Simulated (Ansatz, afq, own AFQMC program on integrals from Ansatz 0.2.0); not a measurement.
## TiSiH$_{2}$, quintet: AFQMC among the cluster methods

```xyz
4

Ti    0.0000    0.0000    1.6436
Si    0.0000    0.0000   -2.9794
H     0.0000    1.5279    2.4811
H     0.0000   -1.5279    2.4811
```

Connectivity, by distances: TiH2 ··· Si.

Basis def2-TZVP. Noble-gas cores (and the filled d shells of Ga–Kr and In–Xe) are frozen. Integrals, coupled cluster, full CI and functionals: Ansatz 0.2.0; the random walks run on the same integrals in our own AFQMC program. ph-AFQMC/CISD is guided by a CISD state made of CCSD amplitudes; releasing the constraint for a short imaginary time cuts its bias at the price of noise, slowly where states lie close. ± is one standard error of the sampling. The metal's outer-core s and p shells are frozen, which shifts wave-function levels against functionals.

Determinant: UHF, the one that the program's search chose, which needn't be the lowest solution. The geometry is a point of a scan.

No full CI on the walks' own integrals is used here; CCSDT(Q) serves as the reference and is uncertain by about the last step of the cluster series.

Cautions: no relativity below Rb; outer-core shells of the metal frozen; lower spins were not checked; higher spins were not checked; the released energies have errors that jump between times, so the bars are unsure, so no released level is given (meV from the phaseless value at times in 1/Eh: 180 ± 194 at 0.24, -19 ± 4 at 0.51, -27 ± 5 at 0.99, -37 ± 4 at 1.62, -54 ± 16 at 2.40), though the last usable value meets CCSDT(Q) within the noise.

- T1 diagnostic: 0.0308
- weight of the determinant in the CISD state: 0.860
- ⟨S²⟩ of the determinant: 6.033
- size of the correlated space: 10 electrons in 80 orbitals

| level | correlation energy (eV) |
| --- | --- |
| MP2 | -3.3837 |
| CCSD | -4.4918 |
| CCSD(T) | -4.6241 |

(1) Estimate where phaseless AFQMC with a CISD trial lies against CCSD(T) on the same integrals.

(1) 0.29 ± 0.15 kcal/mol below CCSD(T). The gap is under twice the noise, so this walk alone can't tell the two apart.

Reference: CCSDT(Q), correlation energy -4.678 eV.

| level | E − E(reference) (kcal/mol) | share of correlation (%) |
| --- | --- | --- |
| CCSD(T) | 1.25 | 98.84 |
| CCSDT | 0.09 | 99.91 |
| ph-AFQMC/CISD | 0.96 ± 0.15 | 99.11 |

A walk keeps the symmetry of its determinant, which the program's search chose and which needn't be the lowest solution, so a lower state of the same spin and another symmetry isn't excluded.
